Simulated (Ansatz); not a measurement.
## Molecular dynamics, step by step

BSiH4F (SMILES B[SiH2]F), singlet, BHLYP-D4/def2-SVP (Ansatz 0.2.0). Settings (timestep in fs, temperature in K; T counts 15 degrees of freedom):

```yaml
hamiltonian: {xc: {name: BHLYP}, dispersion: d4}
md: {n_steps: 80, timestep: 0.25, temperature: 200, ensemble: nve, seed: 223, initial_velocities: maxwell_boltzmann}
```

Start (the SMILES describes the start alone):

```json
{"atom": "B1", "x (Å)": "-0.9679", "y (Å)": "0.2906", "z (Å)": "-0.6701"}
{"atom": "Si2", "x (Å)": "0.6095", "y (Å)": "-0.0916", "z (Å)": "0.4096"}
{"atom": "F3", "x (Å)": "0.7354", "y (Å)": "-1.6849", "z (Å)": "0.7069"}
{"atom": "H4", "x (Å)": "-1.6995", "y (Å)": "-0.5483", "z (Å)": "-1.0282"}
{"atom": "H5", "x (Å)": "-1.2265", "y (Å)": "1.3861", "z (Å)": "-0.9885"}
{"atom": "H6", "x (Å)": "0.6346", "y (Å)": "0.4571", "z (Å)": "1.7700"}
{"atom": "H7", "x (Å)": "1.9144", "y (Å)": "0.1910", "z (Å)": "-0.1998"}
```

```tsv
step	time (fs)	potential energy less the start (meV)	kinetic energy (meV)	T (K)
0	0.00	0.0	129.3	200
5	1.25	1.5	127.8	198
10	2.50	-1.3	130.6	202
15	3.75	-18.1	147.4	228
20	5.00	-45.8	175.1	271
25	6.25	-70.9	200.2	310
30	7.50	-82.6	211.8	328
35	8.75	-74.5	203.7	315
40	10.00	-46.6	175.9	272
45	11.25	-14.1	143.4	222
50	12.50	0.0	129.3	200
55	13.75	-4.6	133.8	207
60	15.00	3.2	126.0	195
65	16.25	43.6	85.7	133
70	17.50	90.2	39.1	61
75	18.75	100.1	29.3	45
80	20.00	67.0	62.3	96
```

Step 30, positions (Å) and forces (eV/Å):

```json
{"atom": "B1", "x": "-1.007", "y": "0.282", "z": "-0.680", "Fx": "-0.012", "Fy": "0.225", "Fz": "-0.378"}
{"atom": "Si2", "x": "0.647", "y": "-0.091", "z": "0.418", "Fx": "0.032", "Fy": "0.154", "Fz": "0.662"}
{"atom": "F3", "x": "0.710", "y": "-1.688", "z": "0.699", "Fx": "0.101", "Fy": "-0.120", "Fz": "-0.052"}
{"atom": "H4", "x": "-1.701", "y": "-0.648", "z": "-1.051", "Fx": "0.204", "Fy": "0.472", "Fz": "0.178"}
{"atom": "H5", "x": "-1.305", "y": "1.428", "z": "-0.991", "Fx": "0.057", "Fy": "-0.597", "Fz": "0.162"}
{"atom": "H6", "x": "0.518", "y": "0.545", "z": "1.792", "Fx": "0.066", "Fy": "-0.118", "Fz": "-0.612"}
{"atom": "H7", "x": "1.969", "y": "0.301", "z": "-0.178", "Fx": "-0.448", "Fy": "-0.016", "Fz": "0.039"}
```

Step 50, positions (Å) and forces (eV/Å):

| atom | x | y | z | Fx | Fy | Fz |
| --- | --- | --- | --- | --- | --- | --- |
| B1 | -1.031 | 0.281 | -0.694 | 1.402 | -0.339 | 0.638 |
| Si2 | 0.674 | -0.093 | 0.427 | -2.277 | 0.584 | 0.521 |
| F3 | 0.694 | -1.692 | 0.693 | 0.388 | 0.028 | 0.080 |
| H4 | -1.677 | -0.638 | -1.034 | -0.458 | -0.396 | -0.198 |
| H5 | -1.359 | 1.373 | -0.969 | -0.217 | 0.594 | -0.153 |
| H6 | 0.443 | 0.638 | 1.753 | 0.313 | -0.515 | -0.555 |
| H7 | 1.887 | 0.392 | -0.168 | 0.849 | 0.044 | -0.333 |

Step 55, positions (Å) and forces (eV/Å):

| atom | x | y | z | Fx | Fy | Fz |
| --- | --- | --- | --- | --- | --- | --- |
| B1 | -1.033 | 0.280 | -0.696 | 1.324 | -0.438 | 0.622 |
| Si2 | 0.678 | -0.092 | 0.431 | -2.146 | 0.547 | -0.163 |
| F3 | 0.691 | -1.693 | 0.691 | 0.440 | 0.078 | 0.104 |
| H4 | -1.684 | -0.644 | -1.035 | -0.361 | -0.295 | -0.161 |
| H5 | -1.378 | 1.370 | -0.967 | -0.174 | 0.552 | -0.137 |
| H6 | 0.435 | 0.642 | 1.715 | 0.281 | -0.338 | -0.064 |
| H7 | 1.891 | 0.416 | -0.177 | 0.637 | -0.107 | -0.201 |

Last step (80):

```
7
angstrom
B -1.0261 0.2680 -0.6984
Si 0.6854 -0.0873 0.4387
F 0.6795 -1.6970 0.6856
H -1.7334 -0.6670 -1.0458
H -1.4681 1.3852 -0.9593
H 0.4374 0.6560 1.6600
H 1.9513 0.4632 -0.2086
```

Hardware: 2 CPU threads of an Intel Xeon, shared host. Wall time about 3.5 min.
